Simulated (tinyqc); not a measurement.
Worked calculation: extended Hueckel theory, for CH2+. The parameters take no account of the charge, which enters only through the electron count. One step of it, computed by the program tinyqc.

Task: Wolfsberg-Helmholz matrix. H_ij = K' S_ij (H_ii + H_jj)/2 for i != j (the diagonal keeps H_ii), with K' = 1.75.

overlap S, order 1C 2s, 1C 2px, 1C 2py, 1C 2pz, 2H 1s, 3H 1s:
$$\begin{pmatrix}
1.000000 & 0.000000 & 0.000000 & 0.000000 & 0.529985 & 0.529985 \\
0.000000 & 1.000000 & 0.000000 & 0.000000 & 0.000000 & 0.000000 \\
0.000000 & 0.000000 & 1.000000 & 0.000000 & 0.440327 & -0.440327 \\
0.000000 & 0.000000 & 0.000000 & 1.000000 & 0.262994 & 0.262994 \\
0.529985 & 0.000000 & 0.440327 & 0.262994 & 1.000000 & 0.153614 \\
0.529985 & 0.000000 & -0.440327 & 0.262994 & 0.153614 & 1.000000
\end{pmatrix}$$

diagonal H_ii (eV): 1C 2s -21.400000, 1C 2px -11.400000, 1C 2py -11.400000, 1C 2pz -11.400000, 2H 1s -13.600000, 3H 1s -13.600000

K = 1.750000

Give: H.

Result:

H (eV), order 1C 2s, 1C 2px, 1C 2py, 1C 2pz, 2H 1s, 3H 1s:
$$\begin{pmatrix}
-21.4000 & 0.0000 & 0.0000 & 0.0000 & -16.2308 & -16.2308 \\
0.0000 & -11.4000 & 0.0000 & 0.0000 & 0.0000 & 0.0000 \\
0.0000 & 0.0000 & -11.4000 & 0.0000 & -9.6322 & 9.6322 \\
0.0000 & 0.0000 & 0.0000 & -11.4000 & -5.7530 & -5.7530 \\
-16.2308 & 0.0000 & -9.6322 & -5.7530 & -13.6000 & -3.6560 \\
-16.2308 & 0.0000 & 9.6322 & -5.7530 & -3.6560 & -13.6000
\end{pmatrix}$$
